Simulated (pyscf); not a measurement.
`[PH]=[GaH]` + `[OH2]` → `[OH][GaH][PH2]` (addition across a multiple bond or ene-type step; singlet surface; H–O broken, H–P, Ga–O formed). Structures and frequencies: ωB97X-D3(BJ)/def2-SVP in PySCF. MP2 and CC: frozen core, UHF for open shells. ΔMP2 is the change of the MP2 total energy from the triple- to the quadruple-zeta basis. Energies in kJ/mol from the separated reactants.

```tsv
level	barrier	reaction energy
ωB97X-D3(BJ)/def2-TZVP	-11.1	-197.5
PBE/def2-TZVP	-21.0	-167.7
r²SCAN/def2-TZVP	-23.4	-186.5
ωB97M-D3(BJ)/def2-TZVP	___	-184.5
HF/def2-TZVP	38.3	-196.5
CCSD(T)/def2-TZVPP	1.8	-180.4
CCSD(T)/def2-TZVPP + ΔMP2(QZVPP)	___	___
```

### Question
What belongs in the gaps?

### Answer

- ωB97M-D3(BJ)/def2-TZVP, barrier: -7.2
- CCSD(T)/def2-TZVPP + ΔMP2(QZVPP), barrier: 3.7
- CCSD(T)/def2-TZVPP + ΔMP2(QZVPP), reaction energy: -177.3

On the reactant side the descent ends in an adduct with a Ga–O contact, 64.4 kJ/mol under the separated species and 53.3 kJ/mol under the saddle at ωB97X-D3(BJ)/def2-TZVP. At ωB97X-D3(BJ), PBE, r²SCAN, ωB97M-D3(BJ) the saddle lies under the separated reactants, which points to a path from their complex (located at ωB97X-D3(BJ) alone). What is counted as formed (Ga–O) is already present as a longer contact in the reactant adduct; forming that adduct is a step of its own. HP=GaH lies 73.7 kJ/mol over its isomer H₂P–Ga [singlet], and others may lie lower still (electronic energy, ωB97M-D3(BJ)). One saddle was located; it need not be the lowest between these sides. The CCSD(T) − MP2 part came from Ansatz, without density fitting, on the same reference. The frozen core leaves the outer d or s,p core shells of the metals and heavy elements correlated in the MP2 and CC values, and def2-TZVPP describes them poorly, which can shift differences by a few kcal/mol. Elements up to Kr have no core potential and no relativistic terms here.
